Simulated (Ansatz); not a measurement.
Start from GaN in the wurtzite structure (space group P6_3mc, No. 186; a = 3.183 Å, c = 5.185 Å).

Levels (all Ansatz, a first-principles code, PAW): PBEsol (420 eV, no spin-orbit coupling); HSE06 (420 eV, without spin-orbit coupling).

Levels that relaxed their own cell: PBEsol.

```json
[
 {"level": "PBEsol", "band gap": "1.88 eV", "lattice parameter a": "3.183 Å", "lattice parameter c": "5.185 Å"},
 {"level": "HSE06", "band gap": "3.19 eV", "lattice parameter a": "–", "lattice parameter c": "–"}
]
```

Measured: band gap 3.68 eV (static lattice; corrected from measurement; as listed in Wei Chen et al., Physical Review Materials (2018)); lattice parameter a 3.189 Å (room temperature; as listed in M J Lucero, T M Henderson, G E Scuseria, Journal of Physics Condensed Matter (2012)); lattice parameter c 5.185 Å (room temperature; as listed in M J Lucero, T M Henderson, G E Scuseria, Journal of Physics Condensed Matter (2012)).

Computed minus measured — band gap: PBEsol -1.80 eV, HSE06 -0.49 eV (closest: HSE06); lattice parameter a: PBEsol -0.2 %; lattice parameter c: PBEsol +0.0 %. Measured values not marked as corrected hold thermal and zero-point effects that the static-lattice runs lack. A measured gap can be an optical one, lowered by exciton binding. Levels without spin-orbit coupling miss its lowering of the gap, often about a third of the valence-band splitting.

Single points use the geometry relaxed with PBEsol. Whether these cells are dynamically stable was not tested.
